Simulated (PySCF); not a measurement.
Simulated outer-valence photoelectron spectrum of `CC1=CC1(F)F`. The calculation used EOM-IP-CCSD/aug-cc-pVDZ in PySCF, restricted Hartree–Fock reference, 6 core orbitals frozen, non-relativistic, gas phase, PBE0-D3(BJ)/def2-SVP geometry.

Each root has a Gaussian of 0.5 eV full width with its one-hole share as area; cross sections and vibrations are left out, and the highest printed point is 100.

```json
{"ionisation energy (eV)": "10.2", "intensity": "2"}
{"ionisation energy (eV)": "10.4", "intensity": "12"}
{"ionisation energy (eV)": "10.6", "intensity": "41"}
{"ionisation energy (eV)": "10.8", "intensity": "68"}
{"ionisation energy (eV)": "11.0", "intensity": "70"}
{"ionisation energy (eV)": "11.2", "intensity": "47"}
{"ionisation energy (eV)": "11.4", "intensity": "16"}
{"ionisation energy (eV)": "11.6", "intensity": "2"}
{"ionisation energy (eV)": "11.8", "intensity": "0"}
{"ionisation energy (eV)": "12.0", "intensity": "0"}
{"ionisation energy (eV)": "12.2", "intensity": "1"}
{"ionisation energy (eV)": "12.4", "intensity": "8"}
{"ionisation energy (eV)": "12.6", "intensity": "30"}
{"ionisation energy (eV)": "12.8", "intensity": "48"}
{"ionisation energy (eV)": "13.0", "intensity": "32"}
{"ionisation energy (eV)": "13.2", "intensity": "9"}
{"ionisation energy (eV)": "13.4", "intensity": "1"}
{"ionisation energy (eV)": "13.6", "intensity": "3"}
{"ionisation energy (eV)": "13.8", "intensity": "17"}
{"ionisation energy (eV)": "14.0", "intensity": "43"}
{"ionisation energy (eV)": "14.2", "intensity": "45"}
{"ionisation energy (eV)": "14.4", "intensity": "28"}
{"ionisation energy (eV)": "14.6", "intensity": "37"}
{"ionisation energy (eV)": "14.8", "intensity": "53"}
{"ionisation energy (eV)": "15.0", "intensity": "62"}
{"ionisation energy (eV)": "15.2", "intensity": "93"}
{"ionisation energy (eV)": "15.4", "intensity": "100"}
{"ionisation energy (eV)": "15.6", "intensity": "74"}
{"ionisation energy (eV)": "15.8", "intensity": "53"}
{"ionisation energy (eV)": "16.0", "intensity": "25"}
{"ionisation energy (eV)": "16.2", "intensity": "5"}
{"ionisation energy (eV)": "16.4", "intensity": "0"}
```

Q: Where are the maxima, and how many lines lie under the curve?

A: 4 maxima, at 10.9, 12.8, 14.1 and 15.3 eV, from 8 lines. At this width some lines have no maximum of their own.

Q: List the lines with their holes.

A: 
| E (eV) | leading hole (HF orbital) | area | Koopmans (eV) |
| --- | --- | --- | --- |
| 10.75 | HOMO-1 | 0.96 | 11.97 |
| 11.08 | HOMO | 0.96 | 11.26 |
| 12.80 | HOMO-2 | 0.96 | 14.01 |
| 14.11 | HOMO-5 | 0.95 | 16.75 |
| 14.78 | HOMO-6 | 0.94 | 17.61 |
| 15.30 | HOMO-3 | 0.95 | 16.22 |
| 15.31 | HOMO-4 | 0.95 | 16.65 |
| 15.75 | HOMO-7 | 0.95 | 17.82 |

The widest gap, 1.72 eV, lies between 11.08 and 12.80 eV. Only orbitals with −ε under 21 eV, eight at most, were ionised, so the high end of the curve may lack lines.

Hardware: AMD EPYC 9R45, one thread, no GPU, on a shared host. Cost: 3.2 min, 3.0 GiB resident at most.
